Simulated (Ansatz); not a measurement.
**CCSD(T)/STO-3G run of H3NO (hydroxylamine)**

Aim: the vertical ionisation energy of H3NO (hydroxylamine) at CCSD(T)/STO-3G, from 2 runs. 

The calculation is run with Ansatz 0.2.0.

45 further runs of the same task are left out: 2 that didn't finish, 43 set aside as unsound or not needed.

**1. Starting point**

H3NO: 5 atoms, total charge 0, spin state singlet. SMILES: `NO`. The coordinates come from a PBE0-D4/def2-TZVP relaxation. This is one conformer, not always the lowest.

Bond lengths: N1–O2 1.422 Å, N1–H3 1.016 Å, N1–H4 1.016 Å, O2–H5 0.960 Å. Angles: N1–O2–H5 102.8°, O2–N1–H3 104.5°, O2–N1–H4 104.5°, H3–N1–H4 106.0°.

**2. The energy at CCSD(T)/STO-3G**

job.yaml reads:

```yaml
crystal:
  periodic: [false, false, false]
  atoms:
    - {symbol: N, position_ang: [-0.165120, -0.361290, -0.321170]}
    - {symbol: O, position_ang: [0.364460, 0.666040, 0.508060]}
    - {symbol: H, position_ang: [-0.162690, -1.190020, 0.266770]}
    - {symbol: H, position_ang: [-1.141650, -0.109840, -0.446210]}
    - {symbol: H, position_ang: [1.105010, 0.995100, -0.007440]}
basis:
  gaussian:
    orbitals: STO-3G
correlation:
  method: ccsd_t
  frozen_orbitals: {H: 0, "N": 1, O: 1}
accuracy: high
scf:
  omitted_lower_state_checks: [cluster_reference, increment]
```

The run is started by

```sh
$ ansatz run job.yaml --threads 1 --pin off --max-ram 3480MiB --events-out events.jsonl --progress --plain --runs-dir runs
```

Standard output, cut to the lines that bear on the results:

```text
Warning: RAYON_NUM_THREADS=1 ignored (pool sized by the plan → 1); use --threads N
Functional definition: HF
  name "HF"
[...]
209 factors; integrals over basis functions are off by at most 2.3e-8 eV
[...]
mean field -3517.34183443 eV, -129.2599282754 hartree, gradient 2.0e-8 eV, S^2 0.000000; 0 other end points of the search recorded, 0 dependent functions left out
2 core orbitals not correlated: weight in the atoms' cores, before any rotation towards them, 1.000 or more for the frozen orbitals, at most 0.000 for the correlated occupied ones
reference -3517.34183443 eV, -129.2599282754 hartree; 7, 7 occupied and 4, 4 virtual orbitals, 209 factors
second order -2.21078982 eV of doubles, -0.00000000 eV of singles
cycle   1  -2.73633068 eV  change   -5.3e-1 eV  update   5.1e-2
[...]
cycle  18  -2.99883755 eV  change   1.9e-10 eV  update   1.6e-9
perturbative correction -0.01537745 eV, -0.0005651108 hartree
Total energy: -3520.35604943 eV, -129.3706986336 hartree
Checks for a lower state left out: cluster_reference, increment
```

Run time: 0.1 s. Hardware: 1 thread of Arm Neoverse V1, shared host.

**3. The doublet cation**

molecule.yaml reads:

```yaml
basis:
  gaussian:
    orbitals: STO-3G
crystal:
  periodic: [false, false, false]
  atoms:
    - {symbol: "N", position_ang: [-0.165120, -0.361290, -0.321170]}
    - {symbol: O, position_ang: [0.364460, 0.666040, 0.508060]}
    - {symbol: H, position_ang: [-0.162690, -1.190020, 0.266770]}
    - {symbol: H, position_ang: [-1.141650, -0.109840, -0.446210]}
    - {symbol: H, position_ang: [1.105010, 0.995100, -0.007440]}
total_charge: 1
magnetization:
  spin_polarized: true
  initial_magnetization: 1
correlation:
  method: ccsd_t
  frozen_orbitals: {H: 0, "N": 1, O: 1}
accuracy: high
scf:
  omitted_lower_state_checks: [cluster_reference, increment]
```

The run is started by

```sh
$ ansatz run molecule.yaml --threads 1 --pin off --max-ram 3480MiB --events-out events.jsonl --progress --plain --runs-dir runs
```

Standard output, cut to the lines that bear on the results:

```text
Warning: RAYON_NUM_THREADS=1 ignored (pool sized by the plan → 1); use --threads N
[... 2 set-up lines as earlier in the session ...]
[...]
209 factors; integrals over basis functions are off by at most 2.3e-8 eV
[...]
mean field -3509.80052919 eV, -128.9827904197 hartree, gradient 1.3e-8 eV, S^2 0.760184; 2 other end points of the search recorded, 0 dependent functions left out
2 core orbitals not correlated: weight in the atoms' cores, before any rotation towards them, 1.000 or more for the frozen orbitals, at most 0.000 for the correlated occupied ones
reference -3509.80052919 eV, -128.9827904197 hartree; 7, 6 occupied and 4, 5 virtual orbitals, 209 factors
second order -2.31606922 eV of doubles, -0.00000000 eV of singles
cycle   1  -2.80550837 eV  change   -4.9e-1 eV  update   6.5e-2
[...]
cycle  29  -3.15626450 eV  change   -1.0e-9 eV  update   1.5e-9
perturbative correction -0.03281930 eV, -0.0012060871 hartree
Total energy: -3512.98961300 eV, -129.0999870879 hartree
Checks for a lower state left out: cluster_reference, increment
```

Wall time 0.2 s (1 thread of Arm Neoverse V1, shared host).

**4. Results**

At CCSD(T)/STO-3G, 2 core orbitals frozen:

| quantity | value |
| --- | --- |
| singlet H3NO: total energy | -129.37070 Eh |
| singlet H3NO: correlation energy (2 core orbitals frozen) | -110.8 mEh |
| singlet H3NO: (T) correction | -0.57 mEh |
| singlet H3NO: T1 diagnostic | 0.006 |
| doublet cation: total energy | -129.09999 Eh |
| doublet cation: correlation energy (2 core orbitals frozen) | -117.2 mEh |
| doublet cation: (T) correction | -1.21 mEh |
| doublet cation: ⟨S²⟩ of the reference determinant | 0.760 |
| doublet cation: T1 diagnostic | 0.026 |
| vertical ionisation energy (to the doublet cation) | 7.366 eV |

Removing an electron at fixed nuclei costs 7.37 eV (170 kcal/mol). In a minimal basis such a difference can be off by several eV, whatever the method. The triples (singlet H3NO) make up 0.5 % of the correlation energy. The triples (doublet cation) make up 1.0 % of the correlation energy.
